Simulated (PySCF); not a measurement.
**One shape, several levels: SiH3S (SMILES [SiH2]S)**

We compute a comparison of 6 runs (UHF/STO-3G, U-wB97X/def2-TZVP, UPBE/def2-TZVP, UTPSS/def2-TZVP, USCS-MP2/def2-TZVP, UCCSD(T)/def2-TZVP) of SiH3S. Input form: a Python script.

The calculation is run with PySCF 2.14.0.

2 further runs of the same task are left out: 2 set aside as unsound or not needed.

## Step 1: The molecule

SiH3S has 5 atoms, charge 0, and is taken as a doublet. SMILES: `[SiH2]S`. The coordinates come from a PBE0-D4/def2-TZVP relaxation. This is one conformer, not always the lowest.

Bond lengths: Si1–S2 2.132 Å, Si1–H3 1.492 Å, Si1–H4 1.488 Å, S2–H5 1.344 Å. Angles: Si1–S2–H5 94.7°, S2–Si1–H3 111.4°, S2–Si1–H4 105.0°, H3–Si1–H4 110.5°.

## Step 2: The energy at UHF/STO-3G (run 1)

The input, input.py:

```python
# [SiH2]S
from pyscf import gto, scf

mol = gto.M(
    atom='''
Si      -0.096300      -0.694000      -0.309300
S        0.273100       1.406000      -0.294500
H       -0.094500      -1.256800       1.073000
H       -1.440300      -0.843200      -0.929900
H        1.407800       1.314300       0.419300
''',
    basis='sto-3g',
    verbose=3,
    max_memory=1860,
    spin=1,
)

mf = scf.UHF(mol)
mf.conv_tol = 1e-10
mf.kernel()
if not mf.converged:
    mf = mf.newton().run(mf.mo_coeff, mf.mo_occ)

energy = mf.e_tot
print('E = %.10f Eh' % energy)
```

Run with:

```console
$ OMP_NUM_THREADS=1 python input.py
```

The program printed:

```text
converged SCF energy = -680.479272135145  <S^2> = 0.7526168  2S+1 = 2.0026151
E = -680.4792721351 Eh
```

Run time: 3.3 s. Hardware: 1 thread of Intel Xeon Platinum 8259CL at 2.50GHz (Skylake/Cascade Lake), shared host; peak memory 0.096 GiB.

## Step 3: The energy at U-wB97X/def2-TZVP (run 2)

The input, input.xyz:

```xyz
5

Si    -0.096300    -0.694000    -0.309300
S      0.273100     1.406000    -0.294500
H     -0.094500    -1.256800     1.073000
H     -1.440300    -0.843200    -0.929900
H      1.407800     1.314300     0.419300
```

The input, input.py:

```python
from pyscf import gto, dft

system = gto.M(
    atom='input.xyz',
    max_memory=1860,
    basis='def2-tzvp',
    verbose=3,
    spin=1,
)

mf = dft.UKS(system)
mf.xc = 'wb97x'
mf.conv_tol = 1e-10
mf.grids.level = 5
mf.kernel()
if not mf.converged:
    mf = mf.newton().run(mf.mo_coeff, mf.mo_occ)

e_tot = mf.e_tot
print('E(%s) = %.9f' % ('WB97X', e_tot))
```

Run with:

```console
$ OMP_NUM_THREADS=1 python input.py
```

The program printed:

```text
WARN: HOMO -0.150310256942436 >= LUMO -0.150310256942429

converged SCF energy = -689.46996373284  <S^2> = 0.75360531  2S+1 = 2.0036021
E(WB97X) = -689.469963733
```

Wall time 50 s (1 thread of Intel Xeon Platinum 8259CL at 2.50GHz (Skylake/Cascade Lake), shared host); peak memory 0.46 GiB.

Runs 3 to 5 aren't shown in full; the table further down has their settings and results.

## Step 4: The energy at UCCSD(T)/def2-TZVP (run 6)

The input, calc.py:

```python
# [SiH2]S
from pyscf import gto, scf, cc

mol = gto.Mole()
mol.atom = [
    ('Si', (-0.096300, -0.694000, -0.309300)),
    ('S', (0.273100, 1.406000, -0.294500)),
    ('H', (-0.094500, -1.256800, 1.073000)),
    ('H', (-1.440300, -0.843200, -0.929900)),
    ('H', (1.407800, 1.314300, 0.419300)),
]
mol.verbose = 3
mol.max_memory = 1860
mol.basis = 'def2-tzvp'
mol.spin = 1
mol.build()

myscf = scf.UHF(mol)
myscf.conv_tol = 1e-10
myscf.kernel()
if not myscf.converged:
    myscf = myscf.newton().run(myscf.mo_coeff, myscf.mo_occ)

mycc = cc.CCSD(myscf, frozen=10)
mycc.kernel()
e_t = mycc.ccsd_t()
e_tot = mycc.e_tot + e_t
print('E(%s) = %.9f' % ('CCSD(T)', e_tot))
```

Run with:

```console
$ OMP_NUM_THREADS=1 python calc.py
```

The program printed:

```text
converged SCF energy = -688.217590232933  <S^2> = 0.75693415  2S+1 = 2.0069222
E(UCCSD) = -688.5301577959279  E_corr = -0.3125675629948621
UCCSD(T) correction = -0.0127991302634541
E(CCSD(T)) = -688.542956926
```

It took 80 s on 1 thread of Intel Xeon Platinum 8259CL at 2.50GHz (Skylake/Cascade Lake), shared host; peak memory 2.1 GiB.

## Step 5: The series

```tsv
run	level	integration grid	frozen core orbitals	energy (Eh)	dipole moment (D) of the reference	HOMO energy (eV)	LUMO energy (eV)	wall time
1	UHF/STO-3G	–	–	-680.479272	1.59	-5.80	5.83	3.3 s
2	U-wB97X/def2-TZVP	5	–	-689.469964	0.97	-8.20	-1.09	50 s
3	UPBE/def2-TZVP	5	–	-689.155403	0.83	-4.92	-3.44	26 s
4	UTPSS/def2-TZVP	5	–	-689.534150	0.85	-5.10	-3.34	51 s
5	USCS-MP2/def2-TZVP	–	10	-688.495358	1.11	-8.83	1.10	11 s
6	UCCSD(T)/def2-TZVP	–	10	-688.542957	1.11	-8.83	1.10	80 s
```

## Step 6: What came out

| quantity | value |
| --- | --- |
| run 6: total energy | -688.54296 Eh |
| run 6: dipole moment (Hartree–Fock density) | 1.11 D |
| run 6: HOMO energy (Hartree–Fock orbitals) (highest over α and β) | -8.83 eV |
| run 6: LUMO energy (Hartree–Fock orbitals) (lowest over α and β) | 1.10 eV |
| run 6: correlation energy (10 core orbitals frozen) | -325.4 mEh |
| run 6: (T) correction | -12.80 mEh |
| run 6: ⟨S²⟩ of the reference determinant | 0.757 |
| run 6: T1 diagnostic | 0.016 |

**Reading.** Over runs 1, 2, 3, 4 the dipole moment (its size) runs from 0.83 D (UPBE/def2-TZVP) to 1.59 D (UHF/STO-3G). The two ends differ in method and basis. Totals of different functionals can't be ranked against each other. In run 1 the basis is minimal, so the values are rough. All runs together took 3.7 min, the longest 80 s.
